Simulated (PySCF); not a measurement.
Molecule: `C[S-]`, [CH₃S]-.

Bonds (- single, = double, # triple, : aromatic): C1-S2 1.812 Å. C1 carries H3, H4, H5. Formal charges: S2 -1.

Total charge -1.

Geometry PBE0-D3(BJ)/def2-SVP throughout; GIAO in PySCF, gas phase, one conformer, non-relativistic; equivalent atoms averaged; functional PBE0.

(1) How do the shifts δ (against TMS, CS2 at the same level) depend on the basis set? (ppm; last column core-seconds on shared hosts with different chips, so compare them loosely)

(2) Which nucleus moves most, in ppm?

(3) Taking the largest basis, pcSseg-3 (247 functions), as the yardstick, rank the others by their worst heavy-atom deviation.

Results:

(1) 
```tsv
basis set	functions	C1	S2	H3/H4/H5	core-s
STO-3G	17	28.9	-79.4	-1.58	0.56
6-31G	28	20.2	-232.2	1.33	1.2
pcSseg-0	28	23.9	-217.2	0.87	1.2
6-31G*	38	20.9	-221.7	1.40	1.3
def2-SVP	47	23.7	-192.3	1.61	1.3
cc-pVDZ	47	23.2	-205.7	1.78	1.8
pcSseg-1	56	22.9	-217.0	1.92	2.1
aug-cc-pVDZ	77	22.7	-177.6	2.74	2.8
6-311+G(2d,p)	80	21.1	-202.7	2.54	2.3
def2-TZVP	86	21.2	-235.0	2.32	2.4
cc-pVTZ	106	21.9	-209.0	2.25	3.5
IGLO-III	109	24.5	-192.5	2.92	3.5
pcSseg-2	121	23.4	-199.7	2.50	4.2
pcSseg-3	247	22.7	-194.0	2.67	14
```

(2) S2 (sulfur bonded to C): from -235.0 ppm with def2-TZVP to -79.4 ppm with STO-3G. The smallest spread is 4.50 ppm, at H3/H4/H5. Proton shifts span only some 12 ppm, so a few tenths of a ppm matter as much there as several ppm in carbon.

(3) def2-SVP 1.7 ppm (47 functions), IGLO-III 1.8 ppm (109 functions), pcSseg-2 5.7 ppm (121 functions), 6-311+G(2d,p) 8.7 ppm (80 functions), cc-pVDZ 11.7 ppm (47 functions), cc-pVTZ 15.0 ppm (106 functions), aug-cc-pVDZ 16.4 ppm (77 functions), pcSseg-1 23.0 ppm (56 functions), pcSseg-0 23.2 ppm (28 functions), 6-31G* 27.7 ppm (38 functions), 6-31G 38.2 ppm (28 functions), def2-TZVP 41.0 ppm (86 functions), STO-3G 114.5 ppm (17 functions).

A small basis that lands close on one nucleus may do so by chance; judge by the trend and by all nuclei.
